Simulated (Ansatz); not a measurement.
Elements on the sites of an ideal rock salt lattice, at a guessed lattice constant:

```
C Ti Zr
1.0
     2.35640    2.35640    4.71280
    -2.35640   -2.35640    4.71280
     7.06920   -4.71280    2.35640
C Ti Zr
10 2 8
Direct
  0.95000 0.75000 0.60000
  0.85000 0.25000 0.80000
  0.35000 0.75000 0.80000
  0.75000 0.75000 0.00000
  0.15000 0.75000 0.20000
  0.05000 0.25000 0.40000
  0.55000 0.75000 0.40000
  0.45000 0.25000 0.60000
  0.25000 0.25000 0.00000
  0.65000 0.25000 0.20000
  0.80000 0.00000 0.40000
  0.70000 0.50000 0.60000
  0.20000 0.00000 0.60000
  0.10000 0.50000 0.80000
  0.60000 0.00000 0.80000
  0.00000 0.00000 0.00000
  0.40000 0.00000 0.20000
  0.30000 0.50000 0.40000
  0.50000 0.50000 0.00000
  0.90000 0.50000 0.20000
```

Cell and atoms were relaxed without symmetry on coarser meshes and computed once more. Theory: DFT PBE, scalar-relativistic, plane waves, PAW in Ansatz.

Cutoff 420 eV; k points 7×6×4 on the computed 20-atom cell (Γ-centred); Gaussian smearing, width 0.10 eV; no spin polarisation.

The relaxation ran on 3×3×2 (shifted) and then 4×4×3 k points with a smearing of 0.1 eV, from sites shaken by 0.02 Å.

**Question.** What does the relaxation give?

**Answer.** A volume of 12.50 Å³/atom and no gap on the mesh. It lies 0.81 eV/atom below the elements' standard states (static lattices, no corrections for gases). The atoms leave their sites by 0.04 Å (root mean square) and 0.07 Å at most, and the cell stretches by up to 0.2 % at fixed volume.

```yaml
crystal:
  lattice:
    - [2.32273, 2.32361, 4.63521]
    - [-2.32666, -2.32473, 4.63773]
    - [6.96241, -4.63792, 2.31583]
  atoms:
    - { symbol: C, position: [0.94176, 0.75114, 0.59386] }
    - { symbol: C, position: [0.84677, 0.25587, 0.79421] }
    - { symbol: C, position: [0.35691, 0.74523, 0.79401] }
    - { symbol: C, position: [0.74914, 0.75064, 0.99924] }
    - { symbol: C, position: [0.14149, 0.75594, 0.20443] }
    - { symbol: C, position: [0.03621, 0.25125, 0.40473] }
    - { symbol: C, position: [0.55651, 0.75018, 0.40465] }
    - { symbol: C, position: [0.46206, 0.25004, 0.59379] }
    - { symbol: C, position: [0.24912, 0.25062, 0.99927] }
    - { symbol: C, position: [0.65155, 0.24537, 0.20427] }
    - { symbol: Ti, position: [0.79779, 0.00063, 0.40165] }
    - { symbol: Ti, position: [0.70028, 0.50064, 0.59690] }
    - { symbol: Zr, position: [0.20007, 0.00068, 0.59750] }
    - { symbol: Zr, position: [0.10095, 0.50059, 0.79580] }
    - { symbol: Zr, position: [0.60135, 0.00058, 0.79499] }
    - { symbol: Zr, position: [0.99868, 0.00061, 0.99996] }
    - { symbol: Zr, position: [0.39718, 0.00071, 0.20268] }
    - { symbol: Zr, position: [0.29804, 0.50068, 0.40097] }
    - { symbol: Zr, position: [0.49943, 0.50067, 0.99855] }
    - { symbol: Zr, position: [0.89679, 0.50067, 0.20351] }
```

The final mesh leaves forces up to 0.02 eV/Å and stresses up to 0.7 GPa: the relaxation ran on a coarser mesh, so the cell's shape, its bonds and its energy belong partly to that mesh.

Cost: 2 runs of about 7.9 core-minutes in all (earlier runs that led there not counted), on Arm Neoverse V2 (shared hosts).